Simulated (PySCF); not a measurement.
Species: C₂H₅S (charge -1).
Atom-mapped SMILES: `[CH3:1][CH2:2][S-:3]` (hydrogens: H4, H5, H6 on C1; H7, H8 on C2)

Level of theory: PySCF 2.14.0, PBE0-D3(BJ)/def2-SVP geometry optimisation, gas phase.

(1) List the bond lengths and angles at this level.

## Answers

(1) 
```json
{"bond": "C1–C2", "length (pm)": "152.7"}
{"bond": "C2–S3", "length (pm)": "181.0"}
{"bond": "C1–H4, C1–H6", "length (pm)": "110.3"}
{"bond": "C1–H5", "length (pm)": "111.3"}
{"bond": "C2–H7, C2–H8", "length (pm)": "111.4"}
```

Bonds in one row agree within 1 pm and their mean is given. A selection of angles:
```json
{"angle": "C2–C1–H4", "degrees": "109.3"}
{"angle": "C2–C1–H5", "degrees": "113.8"}
{"angle": "H4–C1–H5", "degrees": "108.9"}
{"angle": "H4–C1–H6", "degrees": "106.4"}
{"angle": "C1–C2–S3", "degrees": "112.8"}
{"angle": "C1–C2–H7", "degrees": "107.5"}
{"angle": "S3–C2–H7", "degrees": "112.0"}
{"angle": "H7–C2–H8", "degrees": "104.5"}
```

Point group: Cs (every atom within 0.08 Å of its image). No PBE0-D3(BJ)/def2-SVP frequencies stand behind this structure, so it isn't proved a minimum. The geometry's basis has no diffuse functions, a weakness for an anion.

Hardware: one thread of an Arm Neoverse V1 (shared host). Cost: 6.1 s wall, 0.30 GiB resident at most. These figures are those of the optimisation.
